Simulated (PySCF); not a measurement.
## Lithium: a sound run and one with changed settings

Sound run: Li [He] 2s1, Li⁺ 1s2. Computed with PySCF 2.14 in cc-pVTZ (4s3p2d1f, 30 functions), with the non-relativistic Hamiltonian (point nucleus). The sound run starts from symmetry-adapted Hartree-Fock orbitals and uses a fine grid where one is needed.

A second run was set up differently.

```tsv
species	method	sound run (hartree)	changed run (hartree)	converged
Li	UHF	-7.43270	-7.43270	yes
Li	MN15	-7.48450	-7.48618	yes
Li	B3LYP	-7.49202	-7.49196	yes
Li⁺	UHF	-7.23638	-7.23638	yes
Li⁺	MN15	-7.29852	-7.29851	yes
Li⁺	B3LYP	-7.28538	-7.28538	yes
```

Ionisation energy of Li:

```tsv
method	sound run (eV)	changed run (eV)
UHF	5.342	5.342
MN15	5.061	5.107
B3LYP	5.623	5.621
```

(1) What was changed?
A. level shift left on
B. radial grid too coarse
C. all electrons correlated in a valence basis
D. a valence shell is frozen

Answers

(1) B. It used radial step 0.3 in ln r (0.13 in the sound run). A coarse radial grid mis-integrates the density and the exchange-correlation energy, with errors of either sign; Hartree-Fock needs no grid.
